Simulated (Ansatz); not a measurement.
Energy needed to pull apart CH$_{2}$OS (SMILES O=CS), singlet, into free ground-state atoms, from the structure below (at a frame of a short PBE0-D4/def2-SVP trajectory); no zero-point or spin–orbit terms; open-shell atoms are treated unrestricted, in their ground-state multiplicity.

O1  (-0.740, -0.628, 1.087)
C2  (-0.444, -0.388, -0.073)
S3  (0.856, 0.740, -0.638)
H4  (-0.929, -0.866, -0.935)
H5  (1.400, 0.922, 0.558)
(Å)

Ansatz 0.2.0; basis: def2-TZVPP; cores frozen in the correlated methods.

```json
{"method": "PBE-D4", "atomization energy (kJ/mol)": "1948"}
{"method": "r2SCAN-D4", "atomization energy (kJ/mol)": "1876"}
{"method": "PBE0-D4", "atomization energy (kJ/mol)": "1864"}
{"method": "wB97M-V", "atomization energy (kJ/mol)": "?"}
{"method": "HF", "atomization energy (kJ/mol)": "1210"}
{"method": "MP2", "atomization energy (kJ/mol)": "1852"}
{"method": "CCSD", "atomization energy (kJ/mol)": "?"}
{"method": "CCSD(T)", "atomization energy (kJ/mol)": "1795"}
```

What does CCSD give? (To be estimated.)

By the calculation: 1746 kJ/mol, which is about 49 kJ/mol less than CCSD(T)/def2-TZVPP.

What does wB97M-V give? (To be estimated.)

Computed: 1866 kJ/mol, which is about 71 kJ/mol more than CCSD(T)/def2-TZVPP.

In triple zeta the MP2 and coupled-cluster atomization energies are still short of their basis limit by a few kcal/mol a bond, whereas those of the functionals are nearly converged, so these differences are not deviations from converged CCSD(T).

No T1 diagnostic of these runs exceeds 0.019.

For scale, one of the runs: CCSD(T)/def2-TZVPP forces, 132 basis functions, launched by `ansatz run in.yaml --threads 2 --pin off --events-out ev --progress --plain --max-ram 3481MiB`. Time: 39 s of wall clock on 2 CPU threads of an AMD EPYC 7B13; the host was shared. Peak host memory: 1.1 GiB.
